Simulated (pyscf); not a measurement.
HO–AlH₂ (SMILES [OH][AlH2]) + H• (SMILES [H]) → •O–AlH₂ (SMILES [O][AlH2]) + H₂ (SMILES [H][H]) (hydrogen abstraction; doublet surface; H–O broken, H–H formed). PySCF, gas phase, ωB97X-D3(BJ)/def2-SVP geometries. Energies in kcal/mol from the separated reactants.

```
level                   barrier  reaction energy
----------------------  -------  ---------------
ωB97X-D3(BJ)/def2-TZVP     19.0            +15.2
PBE/def2-TZVP              14.0            +16.1
B3LYP-D3(BJ)/def2-TZVP     13.4            +11.8
PBE0-D3(BJ)/def2-TZVP      17.9            +16.7
M06-2X/def2-TZVP           22.3            +16.7
ωB97M-D3(BJ)/def2-TZVP     19.6            +15.5
```

At PBE this geometry lies under the product side: in single points on another level's saddle the reverse barrier vanishes, and the forward threshold there is about the reaction energy. The same reactants have a lower exit, to [HO–AlH]• + H₂ (barrier +3.2 kcal/mol at ωB97M-D3(BJ)/def2-TZVP, against +19.6 kcal/mol here). •O–AlH₂ lies 34.3 kcal/mol over its isomer [HO–AlH]• (electronic energy, ωB97M-D3(BJ)/def2-TZVP). One saddle was located; it need not be the lowest between these sides. The angle at the transferred H is 158°.
